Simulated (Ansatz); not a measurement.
C2H, doublet: up the ladder of correlation methods

Program: Ansatz, Gaussian basis, development build; BCCD by scripts on PySCF. Nonrelativistic, STO-3G, 2 core orbitals frozen. Perturbation and coupled-cluster methods stand on the Hartree–Fock determinant that coupled cluster favours; RHF here means ROHF, with semicanonical perturbation theory. The state met can differ between shapes. A minimal or small basis: far from the basis limit. The unrestricted determinant is a mixture of spins, so it may stand for another state.

Shape A:

```json
{"atom": "C", "x (Å)": "0.0000", "y (Å)": "0.0000", "z (Å)": "0.0000"}
{"atom": "H", "x (Å)": "0.0000", "y (Å)": "0.0000", "z (Å)": "-1.0470"}
{"atom": "C", "x (Å)": "0.0000", "y (Å)": "0.0000", "z (Å)": "1.8255"}
```

Shape B:

```xyz
3

C     0.0000    0.0000    0.0000
H     0.0000    0.0000   -1.0470
C     0.0000    0.0000    1.2778
```

Shape C. A bond is stretched, to 2.27 times the sum of the covalent radii.

```xyz
3

C     0.0000    0.0000    0.0000
H     0.0000    0.0000   -2.4290
C     0.0000    0.0000    1.2170
```

Correlation energy of CCSD(T), then each method's total less that of CCSD(T), in eV:

```json
{"case": "A UHF", "E corr CCSD(T)": "-2.584", "CCSD": "+0.062", "BCCD": "+0.146", "BCCD(T)": "0.000", "determinant": "⟨S²⟩ = 1.896"}
{"case": "B RHF", "E corr CCSD(T)": "-4.928", "CCSD": "+0.027", "BCCD": "+0.026", "BCCD(T)": "0.000", "determinant": "0.10 eV over the lowest such Hartree–Fock solution met"}
{"case": "B UHF", "E corr CCSD(T)": "-3.720", "CCSD": "+0.024", "BCCD": "+0.031", "BCCD(T)": "+0.003", "determinant": "⟨S²⟩ = 1.606"}
{"case": "C RHF", "E corr CCSD(T)": "-7.156", "CCSD": "+0.343", "BCCD": "+0.318", "BCCD(T)": "-0.005", "determinant": "–"}
{"case": "C UHF", "E corr CCSD(T)": "-3.241", "CCSD": "+0.034", "BCCD": "+0.084", "BCCD(T)": "-0.112", "determinant": "⟨S²⟩ = 2.400"}
```

(1) Give full CI less CCSD(T). Is CCSD(T) good to 1 kcal/mol?

Results:

(1) A UHF: -0.145 eV (outside, spin-contaminated determinant); B RHF: -0.073 eV (outside); B UHF: -0.068 eV (outside, spin-contaminated determinant); C RHF: -0.064 eV (outside); C UHF: -0.273 eV (outside, spin-contaminated determinant).

Several Brueckner solutions were met.
